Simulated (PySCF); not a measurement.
Atoms are numbered as in `[F:1][P@TB1:2]([F:3])([F:4])([F:5])[F:6]`.

Geometry: PBE0-D3(BJ)/def2-SVP; GIAO shifts from PySCF 2.14.0 with density-fitted response routines, gas phase, non-relativistic, averaged over equivalent atoms.

At PBE0/pcSseg-0 (58 basis functions, 2.7 s wall time on 1 thread of an Arm Neoverse V1, shared host):
| atoms | δ (ppm) |
| --- | --- |
| F6 | -65.9 |
| F1 | -65.9 |
| F3/F4/F5 | -71.0 |
| P2 | -22.7 |

δ = σ(ref) − σ, references computed at the same level: 19F (σ = 178.37 ppm) against CFCl3; H3PO4 for 31P (σ = 281.41 ppm).

What do these become at PBE0/cc-pVTZ?

Results:


```json
{"atoms": "F6", "δ at PBE0/cc-pVTZ": "-43.8", "change": "+22.1"}
{"atoms": "F1", "δ at PBE0/cc-pVTZ": "-43.8", "change": "+22.1"}
{"atoms": "F3/F4/F5", "δ at PBE0/cc-pVTZ": "-54.3", "change": "+16.7"}
{"atoms": "P2", "δ at PBE0/cc-pVTZ": "-66.2", "change": "-43.5"}
```

Chemical shifts δ = σref − σ; 19F (σ = 182.60 ppm) against CFCl3; 31P (σ = 319.75 ppm) against H3PO4, all at this level.

The largest change is at P2 (phosphorus bonded to 5 F). Cost: 184 basis functions, 12 s wall time on 1 thread of an Arm Neoverse V1, shared host.

Unscaled 19F shifts against computed CFCl3 carry errors that often reach 10 to 50 ppm. Experimental scales use liquid or dissolved standards, which lie at an offset from isolated H3PO4.
